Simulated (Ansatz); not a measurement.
Relaxation of BClH3N (6 atoms, charge 0, multiplicity 1), to a largest force component of 0.02 eV/Å in at most 40 steps.

Computed with Ansatz, RKS PBE-D4/6-31G*.

```xyz
6
Properties=species:S:1:pos:R:3
B 0.000 0.000 0.000
N 0.000 0.000 1.550
H -0.877 -0.271 2.080
H 0.877 0.271 2.080
H 1.030 0.000 -0.595
Cl -1.611 0.000 -0.930
```

**Question.** Where does it end, and by what steps?

**Answer.** It converged. After 5 steps the energy has fallen by 0.628 eV; H4 moved furthest, 0.21 Å.

```csv
step,energy less start (eV),largest force component (eV/Å),accepted
0,0.0000,3.596,yes
1,-0.5242,1.537,yes
2,-0.5955,1.486,yes
3,-0.6226,0.341,yes
4,-0.6276,0.077,yes
5,-0.6279,0.010,yes
```

```xyz
6
Properties=species:S:1:pos:R:3
B -0.007 0.016 0.068
N -0.017 -0.002 1.463
H -0.866 -0.091 2.019
H 0.839 0.075 2.009
H 1.018 0.123 -0.549
Cl -1.547 -0.122 -0.824
```

Whether the end is a true minimum wasn't checked by a vibrational analysis.

Time of the run: 6.6 s on 1 thread of Intel(R) Xeon(R) 6975P-C (Granite Rapids), on a shared host, peak memory 0.14 GiB.
